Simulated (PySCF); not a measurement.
phosphine (H₃P), SMILES P.

Geometry: PBE-D3(BJ)/def2-TZVPD.

The numbers are results of PBE-D3(BJ)/def2-TZVPD (PySCF 2.14.0), not measurements.

Frequencies are harmonic and unscaled.

Modes within 1.5 cm⁻¹ of each other (mostly degenerate sets) share a row, with their intensities summed.

| mode | ν (cm⁻¹) | IR (km/mol) | moving atoms (share of kinetic energy) |
|---|---|---|---|
| 1 | 973 | 15.1 | H 94 % |
| 2–3 | 1091 | 17.8 | H 98 % |
| 4 | 2325 | 30.9 | H 97 % |
| 5–6 | 2339 | 96.5 | H 97 % |
